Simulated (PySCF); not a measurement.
**ClF⁺: everyday levels beside a composite calculation**

PySCF; the state is a doublet (π ↑). The composite is CCSD(T) extrapolated to the basis-set limit from two correlation-consistent sets, with core-valence (CV) and scalar-relativistic (SR) terms as its label shows; it has no spin–orbit coupling and nothing beyond (T). Here it is CCSD(T)/CBS(TQ)+CV+SR. It gives Re = 1.532 Å, ωe = 934 cm⁻¹ and De = 2.97 eV to Cl⁺ + F.

| level | basis | relativity | Re (Å) | ωe (cm⁻¹) | De (eV) |
| --- | --- | --- | --- | --- | --- |
| UHF-CCSD(T) | def2-SVPD | no relativity | 1.586 | 857 | 2.13 |
| LDA | def2-SVPD | no relativity | 1.565 | 923 | 4.43 |
| PBE | STO-3G | no relativity | 1.715 | 872 | 5.20 |
| r²SCAN | def2-SVPD | no relativity | 1.570 | 913 | 2.91 |
| PBE0 | STO-3G | no relativity | 1.677 | 956 | 3.99 |
| PBE0 | def2-TZVP | no relativity | 1.524 | 984 | 3.11 |
| PBE0 | def2-TZVPPD | no relativity | 1.525 | 983 | 3.11 |
| B97-3 | def2-TZVPPD | no relativity | 1.529 | 971 | 3.14 |
| MN15 | def2-TZVPPD | no relativity | 1.515 | 1004 | 3.22 |
| ωB97M-V | def2-TZVPPD | no relativity | 1.528 | 986 | 3.17 |

Problem. Give the difference of each row from the composite.

Solution. 

```csv
level,basis,ΔRe (pm),Δωe (%),ΔDe (eV)
UHF-CCSD(T),def2-SVPD,+5.4,-8.2,-0.84
LDA,def2-SVPD,+3.3,-1.2,+1.46
PBE,STO-3G,+18.3,-6.6,+2.23
r²SCAN,def2-SVPD,+3.8,-2.2,-0.06
PBE0,STO-3G,+14.5,+2.4,+1.02
PBE0,def2-TZVP,-0.8,+5.4,+0.14
PBE0,def2-TZVPPD,-0.7,+5.2,+0.14
B97-3,def2-TZVPPD,-0.3,+4.0,+0.17
MN15,def2-TZVPPD,-1.7,+7.5,+0.25
ωB97M-V,def2-TZVPPD,-0.4,+5.6,+0.20
```

Problem. Which rows come closest in De?

Solution. r²SCAN in def2-SVPD (-0.06 eV), counted from the composite.

Correlated steps freeze 6 core orbitals. Correlated levels converge slowly with the basis: in double zeta they bind strong bonds too weakly, by up to about 1 eV, and carry superposition errors of some tenths. For an ion De counts to the pair picked by the measured ionisation energies or electron affinities, which need not be the lowest pair at this level. Counting both spins, an empty level lies below a filled one in some of these solutions, because spin and occupation are held. STO-3G is very small, so such numbers show the basis as much as the molecule. The state is the lowest determinant that a PBE0 search found; another state may lie lower at other levels.
